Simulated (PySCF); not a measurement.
Na(Cl) anion (ClNa), SMILES [Na][Cl] (connectivity only; charge and spin as stated), charge -1, multiplicity 2.

The structure is a stationary point at PBE-D3(BJ)/def2-TZVPD. The multiplicity is an assumed one; other spin states were not compared.

Computed with PBE0/def2-TZVPD run with PySCF.

The molecule is in vacuum. A positive occupied level means that this level leaves the electron formally unbound; only the finite basis holds it.

Estimate the frontier levels, dipole moment and polarisability. (An estimate is asked for; the answer gives what the named calculation found.)


```
Item                                                                 Result
------------------------------------------------  -------------------------
α spin, highest occupied and lowest empty level            0.42 and 2.19 eV
β spin, highest occupied and lowest empty level           -2.93 and 2.51 eV
dipole moment about the centre of nuclear charge                     4.09 D
mean static polarisability                           371.1 bohr³ (54.99 Å³)
polarisability, principal values                  252.4, 430.4, 430.4 bohr³
⟨S²⟩                                                0.750 (pure state 0.75)
```
